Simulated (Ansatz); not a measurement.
C8H18, SMILES `CCCC(C)(C)CC`, charge 0, multiplicity 1.

**Question.** Give a relaxed structure at PBE0-D4/def2-TZVP (Ansatz 0.2.0). (Estimate.)

**Answer.** The calculation gave: 
Z-matrix (Å, degrees):
```
C
C 1 1.521
H 1 1.093 2 110.5
H 1 1.091 2 112.5 3 -119.7
H 1 1.094 2 111.3 3 119.5
C 2 1.527 1 116.9 3 -167.5
H 2 1.095 1 109.3 3 66.8
H 2 1.096 1 108.1 3 -47.3
C 6 1.541 2 119.7 1 -68.9
H 6 1.096 2 107.0 1 168.8
H 6 1.098 2 108.8 1 55.5
C 9 1.529 6 111.8 2 75.1
C 9 1.529 6 107.3 2 -167.6
C 9 1.535 6 111.8 2 -46.5
H 12 1.090 9 112.5 6 -68.6
H 12 1.094 9 111.0 6 52.4
H 12 1.094 9 110.2 6 171.6
H 13 1.092 9 112.0 6 58.5
H 13 1.094 9 111.0 6 179.4
H 13 1.094 9 110.5 6 -61.2
C 14 1.520 9 116.2 6 -58.8
H 14 1.096 9 107.8 6 178.5
H 14 1.096 9 108.5 6 64.7
H 21 1.092 14 111.9 9 -62.1
H 21 1.093 14 110.5 9 178.4
H 21 1.093 14 112.0 9 58.8
```
This is one stationary point; other conformers may exist.
